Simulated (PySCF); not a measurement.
# State search for MgP⁺

Unrestricted PBE0; basis Mg def2-SVP, P def2-SVP; no relativity; PySCF 2.14. Outer shells of the fragments: Mg+ 3s1; P 3s2 3p3.

Followed along the bond (rough minima from three points):

```tsv
2Ms+1	unpaired	⟨S²⟩ at the start	R at minimum (Å)	Te (eV)
3	π ↑↑	2.07	2.50	0.00
1	π ↑↓	1.01	2.47	0.38
1	none	0.00	2.45	1.52
5	σ ↑↑, π ↑↑	6.00	none in the scan	≤ 1.34
```

Solutions found at the starting distance of 2.520 Å, counted from the lowest of them; the search is not exhaustive and high or unbound solutions are not listed, so other states can lie among these:

```tsv
2Ms+1	unpaired	term	E (eV)	⟨S²⟩	⟨Lz²⟩	μ (D)
3	π ↑↑	³Σ⁻	0.00	2.07	0.00	-7.07
1	π ↑↓	mixed	0.38	1.01	2.02	-7.30
1	none	mixed	1.53	0.00	2.00	-7.27
5	σ ↑↑, π ↑↑	⁵Σ⁻	1.58	6.00	0.00	-2.05
3	σ ↑, π ↑	³Π	2.22	2.00	1.02	-8.72
3	σ ↑, π ↑	³Π	2.27	2.00	1.01	-1.24
1	σ ↓, π ↑	mixed	2.33	1.00	1.01	-1.21
3	σ ↑↑, π ↑↓	mixed	2.35	3.01	2.02	-1.99
1	σ ↓↓, π ↑↑	mixed	2.38	2.02	0.00	-1.97
1	σ ↓, π ↑	mixed	2.50	1.02	1.01	-8.48
```

A term symbol is given only where ⟨S²⟩ and ⟨Lz²⟩ are close to those of a pure state; real π, δ and φ orbitals otherwise mix terms. A positive dipole points towards P; it is taken about the centre of mass and depends on that origin.

Counting both spins, an empty level lies below a filled one in some of these solutions, because spin and occupation are held.
